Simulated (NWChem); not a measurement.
Ionisation of hydrogen sulfide (H2S)

```
S
H 1 1.3608
H 1 1.3608 2 91.41
```
Charge 0, spin multiplicity 1.

Everything below was run with NWChem. Structure: optimised with PBE/def2-SVP, a minimum by its harmonic frequencies.

Basis set: def2-TZVPD. The species with one electron less has spin multiplicity 2 and keeps the geometry of the parent. Δ marks differences of total energies (open shells unrestricted). −ε marks an orbital energy of the parent. That orbital need not have the symmetry of the hole or added electron in the Δ rows.

B3LYP has NWChem's definition, with VWN1-RPA local correlation. The stability of the SCF solutions was not checked.

**Question.** For the first vertical ionisation energy, ΔB3LYP gives 10.42 eV and −ε(HOMO) of B3LYP gives 7.31 eV. What do −ε(HOMO) of BLYP, −ε(HOMO) of HF give?

**Answer.** −ε(HOMO) of BLYP: 6.14 eV; −ε(HOMO) of HF: 10.47 eV.
